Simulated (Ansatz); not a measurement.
# CO (singlet): wave-function methods side by side, 6-31G*

An exercise on one series of results from a longer session: the logs are not shown, and one member is left open.

The runs use Ansatz 0.2.0, Gaussian basis; 6-31G*, core rule «outside noble gas», up to 2 orbitals frozen.

Plan: UHF; CCSD(T) on RHF; BCCD(T) on RHF; CISD; CCSDT(Q) on RHF; CISDTQ; CCSDTQ on RHF; CASSCF and MRCISD+Q, 10 electrons in 8 orbitals; CASSCF and NEVPT2, 10 electrons in 8 orbitals.

9 further runs of the same task are left out: 9 set aside as unsound or not needed.

## What is computed

The geometry is an MP2(full)/6-31G* stationary point (not a proven minimum).

2 atoms, charge 0, spin multiplicity 1.

Atoms are counted from 1 here; the program's logs count them from 0.

Bond lengths: O1–C2 1.150 Å.

The first run:

The input, in.yaml:

```yaml
crystal:
  periodic: [false, false, false]
  atoms:
    - {symbol: O, position_ang: [0.000000, 0.000000, 0.000000]}
    - {symbol: C, position_ang: [0.000000, 0.000000, 1.150340]}
basis:
  gaussian: {orbitals: "6-31G*"}
magnetization: {spin_polarized: true, initial_magnetization: 0}
hamiltonian: {xc: hf}
output: {orbitals: {seedname: orbitals}}
```

Command:

```
$ ansatz run in.yaml --threads 1 --pin off --events-out ev --progress --plain --max-ram 3956MiB --backend cpu
```

Steps of the session up to this table: UHF; CCSD(T) on RHF; BCCD(T) on RHF; CISD; CCSDT(Q) on RHF; CISDTQ; CCSDTQ on RHF; CASSCF and MRCISD+Q, 10 electrons in 8 orbitals; CASSCF and NEVPT2, 10 electrons in 8 orbitals.

One of the session's tables, all rows but one given; the rest of the session is left out.

It belongs to the step «Misses and costs». 

```
          method  from RCCSDTQ (meV)
             RHF             +8306.1
            RMP2              +503.7
            CISD              +853.4
           RCCSD              +346.3
        RCCSD(T)               +42.1
         BCCD(T)               +37.5
          RCCSDT               +26.6
          CISDTQ               +49.7
       RCCSDT(Q)                   ?
         RCCSDTQ                   0
  CASSCF valence             +4659.4
  NEVPT2 valence              +932.6
  MRCISD valence              +246.3
MRCISD+Q valence               +43.0
```

**Question.** Estimate the row for RCCSDT(Q).

**Answer.** from RCCSDTQ (meV): -3.8. In the column «from RCCSDTQ (meV)» it is the lowest.
